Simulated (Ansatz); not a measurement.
Geometry optimisation, RKS PBE/def2-SVP (Ansatz 0.2.0).

input.yaml

```yaml
crystal:
  periodic: [false, false, false]
  atoms:
    - { symbol: C, position_ang: [-0.98849, 0.54781, -0.38806] }
    - { symbol: Mg, position_ang: [0.87307, -0.68207, -0.53524] }
    - { symbol: "N", position_ang: [2.19251, -1.28435, 0.54876] }
    - { symbol: H, position_ang: [-1.89742, -0.04525, -0.58545] }
    - { symbol: H, position_ang: [-1.00871, 1.36672, -1.12688] }
    - { symbol: H, position_ang: [-1.156, 1.02782, 0.58937] }
    - { symbol: H, position_ang: [2.83596, -1.83701, -0.04181] }
total_charge: -1
basis:
  gaussian: { orbitals: def2-SVP }
hamiltonian:
  xc: pbe
relax:
  f_tol: 0.015
  max_steps: 40
```

Launched with:

```bash
$ ansatz run input.yaml --threads 1 --pin off --max-ram 2048MiB --backend cpu --events-out ev --progress --plain --runs-dir out
```

Task: Where does it end, and by what steps?

Result: The run converged. Limits of this set-up: an anion without diffuse functions. After 6 steps the energy has fallen by 0.302 eV; Mg2 moved furthest, 0.29 Å.

```tsv
step	energy less start (eV)	largest force component (eV/Å)	accepted
0	0.0000	1.808	yes
1	-0.2421	0.465	yes
2	-0.2773	0.320	yes
3	-0.2931	0.229	yes
4	-0.3003	0.176	yes
5	-0.3019	0.061	yes
6	-0.3025	0.014	yes
```

```xyz
7
Properties=species:S:1:pos:R:3
C -1.053 0.586 -0.388
Mg 0.788 -0.576 -0.279
N 2.317 -1.390 0.403
H -1.943 -0.042 -0.628
H -1.013 1.375 -1.175
H -1.294 1.113 0.565
H 3.050 -1.973 -0.037
```

Time of the run: 14 s on 1 thread of Arm Neoverse V1, with other jobs on the host, peak memory 0.12 GiB.
